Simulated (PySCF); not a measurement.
## Core binding energy against partial charge

C3H3NOS.
Numbering: `[OH:1][c:2]1[cH:3][n:4][s:5][cH:6]1`

Binding energies: delta-SCF UKS SCAN, pcX-2 on the ionised atom, pcseg-1 elsewhere, spin-free X2C in PySCF. Charges: PBE0/pcSseg-1 ground-state density, for the ionised atom.

```tsv
atom	environment	C 1s (eV)	Mulliken (e)	IAO (e)	Hirshfeld (e)	ESP (e)
C6	aromatic CH next to a ring sulfur	291.03	-0.330	-0.412	-0.121	-0.461
C3	aromatic CH next to a ring nitrogen	291.40	+0.134	-0.059	-0.013	+0.150
C2	aromatic carbon bearing oxygen	292.54	+0.111	+0.155	+0.045	+0.263
```

**Question.** How well does each charge scheme correlate with the binding energies over these sites?

**Answer.** IAO: r = 0.91, slope 2.5 eV per e; Hirshfeld: r = 0.90, slope 8.4 eV per e; ESP: r = 0.79, slope 1.6 eV per e; Mulliken: r = 0.66, slope 2.0 eV per e. On 3 points no scheme stands out.

**Question.** The point-charge model writes a binding energy as kq + V + constant, with V the potential of the other atoms' charges at the site. What does it give with the ESP charges?

**Answer.** V = Σ 14.40 eV Å × q/r over all other atoms: +6.11 eV at C6, -2.34 eV at C3, -4.92 eV at C2. Fitting binding energy − V to q gives k = 16.4 eV per e and leaves an rms residual of 0.78 eV, against 0.40 eV for the fit on q alone. The model has no term for differences in relaxation between sites.

The structure is a single PBE0-D3(BJ)/def2-SVP conformer in the gas phase; no vibrational or solvent corrections.

Conformer computed: `[OH:1][c:2]1[cH:3][n:4][s:5][cH:6]1`: H–O1–C2–C3 179°.
